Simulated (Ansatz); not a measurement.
Molecule (SMILES): [Si](Cl)(Cl)(Cl)Cl.
Atoms: Si1, Cl2, Cl3, Cl4, Cl5. Bonds: Si1-Cl2, Si1-Cl3, Si1-Cl4, Si1-Cl5.

Basis-set convergence of the harmonic zero-point energy at PBE with Ansatz (a quantum-chemistry and plane-wave program). Each level at its own minimum, finite differences of forces, unscaled; the reference is a large set that could be run, not a limit. Cartesian d functions, on some or all atoms, in 6-311G**, 6-311+G**; all else is spherical. No added dispersion term, no relativity. Reference: the value in aug-pcseg-3, 4.40 kcal/mol. Deviations are taken from unrounded values.

```tsv
basis	functions	harmonic zero-point energy (kcal/mol)
def2-SVP	90	4.48
def2-SVPD	132	4.35
pcseg-1	90	4.37
aug-pcseg-1	135	4.37
cc-pV(D+d)Z	115	4.42
aug-cc-pV(D+d)Z	160	4.34
6-311G**	135	4.44
6-311+G**	155	4.41
pcseg-2	170	4.45
aug-pcseg-2	250	4.40
def2-TZVP	185	4.42
def2-TZVPD	227	4.40
cc-pV(T+d)Z	195	4.41
aug-cc-pV(T+d)Z	275	4.39
def2-TZVPP	210	4.42
def2-TZVPPD	252	4.40
cc-pV(Q+d)Z	320	4.40
aug-cc-pV(Q+d)Z	445	4.39
pcseg-3	320	4.40
aug-pcseg-3	445	4.40
def2-QZVPP	350	4.39
def2-QZVPPD	392	4.39
```

What the diffuse functions change, pair by pair:
- def2-SVP to def2-SVPD: 42 more functions, deviation 0.08 to -0.04 kcal/mol
- pcseg-1 to aug-pcseg-1: 45 more functions, deviation -0.02 to -0.03 kcal/mol
- cc-pV(D+d)Z to aug-cc-pV(D+d)Z: 45 more functions, deviation 0.03 to -0.06 kcal/mol
- 6-311G** to 6-311+G**: 20 more functions, deviation 0.04 to 0.02 kcal/mol
- pcseg-2 to aug-pcseg-2: 80 more functions, deviation 0.05 to 0.00 kcal/mol
- def2-TZVP to def2-TZVPD: 42 more functions, deviation 0.02 to 0.01 kcal/mol
- cc-pV(T+d)Z to aug-cc-pV(T+d)Z: 80 more functions, deviation 0.01 to -0.01 kcal/mol
- def2-TZVPP to def2-TZVPPD: 42 more functions, deviation 0.02 to 0.01 kcal/mol
- cc-pV(Q+d)Z to aug-cc-pV(Q+d)Z: 125 more functions, deviation 0.00 to 0.00 kcal/mol
- pcseg-3 to aug-pcseg-3: 125 more functions, deviation 0.00 to 0.00 kcal/mol
- def2-QZVPP to def2-QZVPPD: 42 more functions, deviation 0.00 to 0.00 kcal/mol

Leaving out the reference's own pair, they bring the value nearer the reference by more than 0.01 kcal/mol in 5 of 10 pairs.
